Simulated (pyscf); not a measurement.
## Four-centre exchange: H₂Si=AsH + H₂O → HO–SiH=AsH + H₂

Gas phase, singlet surface, charge 0. Bonds broken: Si2–H4, O6–H7. Bonds formed: Si2–O6, H4–H7. Single points on ωB97X-D3(BJ)/def2-SVP structures (PySCF, gas phase).

Transition state (Å):

```xyz
8

As    -0.0375    -1.7287     0.7517
Si    -1.2436    -0.1114    -0.0428
H      1.1685    -1.0144     0.1351
H     -0.8300     1.5221     0.2543
H     -2.7156     0.0101     0.0635
O     -0.8485     0.5878    -1.6796
H     -0.6689     1.4360    -0.7700
H     -0.0616     0.1918    -2.0889
```

One imaginary mode, 1539i cm⁻¹; descent along it reached the two sides named, in the forms told below.

| bond | change | reactant side (Å) | saddle | product side |
|---|---|---|---|---|
| Si2–H4 | breaks | 1.493 | 1.711 | 3.5 |
| O6–H7 | breaks | 0.971 | 1.257 | 2.598 |
| Si2–O6 | forms | 2.103 | 1.823 | 1.656 |
| H4–H7 | forms | 2.6 | 1.040 | 0.760 |

Electronic energies relative to the separated reactants (kcal/mol):

```
level                   barrier  reaction energy  reverse barrier
----------------------  -------  ---------------  ---------------
ωB97X-D3(BJ)/def2-TZVP     18.7            -18.7             37.4
PBE/def2-TZVP              13.6            -17.1             30.6
r²SCAN/def2-TZVP           13.7            -19.6             33.3
B3LYP-D3(BJ)/def2-TZVP     18.6            -18.2             36.8
PBE0-D3(BJ)/def2-TZVP      15.3            -16.8             32.2
M06-2X/def2-TZVP           17.0            -20.5             37.5
ωB97M-D3(BJ)/def2-TZVP     17.7            -18.3             36.0
HF/def2-TZVP               34.5            -15.8             50.3
```

With ωB97M-D3(BJ)/def2-TZVP energies and thermal terms (ideal gas, 1 atm, RRHO with modes under 100 cm⁻¹ raised to 100, one conformer, R ln 2 for chiral ones without a mode under 150 cm⁻¹), in kcal/mol:

```
T (K)   ΔH‡   ΔG‡     ΔH     ΔG
-----  ----  ----  -----  -----
298    16.2  26.6  -21.0  -18.9
600    16.1  37.3  -19.9  -17.3
900    16.7  47.8  -19.0  -16.2
1200   17.5  58.1  -18.3  -15.4
```

On the reactant side the descent ends in an adduct with a O–Si contact, 10.3 kcal/mol under the separated species and 29.0 kcal/mol under the saddle at ωB97X-D3(BJ)/def2-TZVP. What is counted as formed (O–Si) is already present as a longer contact in the reactant adduct; forming that adduct is a step of its own. The same reactants have a lower exit, to HO–SiH₂–AsH₂ (barrier -6.3 kcal/mol at ωB97M-D3(BJ)/def2-TZVP, against +17.7 kcal/mol here). This is the saddle that the search found; another between the same sides may lie lower. Elements up to Kr have no core potential and no relativistic terms here.
